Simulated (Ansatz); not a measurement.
**The phosphorus atom (quartet): wave-function methods side by side, aug-cc-pVDZ**

Aim: climb from Hartree-Fock through coupled cluster and multireference methods for the phosphorus atom (quartet) at one geometry and basis, and see what each rung misses.

Program: Ansatz 0.2.0, Gaussian basis. Level of theory: aug-cc-pVDZ, core rule «outside noble gas», up to 5 orbitals frozen. These are calculated values, not measurements.

The runs, in order: UHF; CCSD(T) on ROHF; CCSD(T) on UHF; BCCD(T) on ROHF; CISD; CCSDT(Q) on ROHF; CCSDT(Q) on UHF; CISDTQ; CCSDTQ on ROHF; CCSDTQ on UHF; CASSCF and MRCISD+Q, 5 electrons in 4 orbitals; CASSCF and MRCISD+Q(relaxed), 5 electrons in 4 orbitals; CASSCF and NEVPT4(SD), 5 electrons in 4 orbitals; CASSCF and NEVPT2, 5 electrons in 4 orbitals.

## Step 1: The atom

A free atom, in its lowest state of this spin that the program finds.

1 atom, charge 0, spin multiplicity 4.

## Step 2: UHF

Contents of in.yaml:

```yaml
crystal:
  periodic: [false, false, false]
  atoms:
    - {symbol: P, position_ang: [0.000000, 0.000000, 0.000000]}
basis:
  gaussian: {orbitals: aug-cc-pVDZ}
magnetization: {spin_polarized: true, initial_magnetization: 3}
hamiltonian: {xc: hf}
output: {orbitals: {seedname: orbitals}}
```

Launch:

```bash
$ ansatz run in.yaml --threads 1 --pin off --events-out ev --progress --plain --max-ram 2393MiB
```

The runs that follow: CCSD(T) on ROHF; CCSD(T) on UHF; BCCD(T) on ROHF; CISD; CCSDT(Q) on ROHF; CCSDT(Q) on UHF; CISDTQ; CCSDTQ on ROHF; CCSDTQ on UHF; CASSCF and MRCISD+Q, 5 electrons in 4 orbitals; CASSCF and MRCISD+Q(relaxed), 5 electrons in 4 orbitals; CASSCF and NEVPT4(SD), 5 electrons in 4 orbitals; CASSCF and NEVPT2, 5 electrons in 4 orbitals.

**Question.** What will the summary of the whole plan be? Wanted: UCCSDTQ below the RHF energy; RMP2 from UCCSDTQ; UMP2 from UCCSDTQ; RCCSD from UCCSDTQ; RCCSD(T) from UCCSDTQ; UCCSD(T) from UCCSDTQ; RCCSDT(Q) from UCCSDTQ; UCCSDT(Q) from UCCSDTQ; NEVPT2 valence from UCCSDTQ.

The runs gave:

| quantity | value |
| --- | --- |
| UCCSDTQ below the RHF energy | -2.3784 eV |
| RMP2 from UCCSDTQ | +555.8 meV |
| UMP2 from UCCSDTQ | +553.4 meV |
| RCCSD from UCCSDTQ | +56.8 meV |
| RCCSD(T) from UCCSDTQ | +14.5 meV |
| UCCSD(T) from UCCSDTQ | +14.2 meV |
| RCCSDT(Q) from UCCSDTQ | +1.1 meV |
| UCCSDT(Q) from UCCSDTQ | +0.9 meV |
| NEVPT2 valence from UCCSDTQ | +533.0 meV |
| NEVPT4(SD) valence from UCCSDTQ | -11.7 meV |
| MRCISD+Q valence from UCCSDTQ | -55.7 meV |
| levels within 1 kcal/mol (43 meV) | RCCSD(T), UCCSD(T), BCCD(T), RCCSDT, UCCSDT, CISDTQ, RCCSDT(Q), UCCSDT(Q), RCCSDTQ, NEVPT4(SD) valence |
| T1 diagnostic | 0.005 |
| effectively unpaired electrons | 3.00 |

What this shows: RCCSD(T) lands +14.5 meV from the yardstick (0.6 % of the correlation energy). One determinant dominates. Of the multireference levels listed NEVPT4(SD) valence comes nearest in total energy (-11.7 meV), which doesn't show that its space is the better one. These misses are within one basis, not against nature; the frozen cores of restricted and unrestricted runs differ, which can shift their rows.
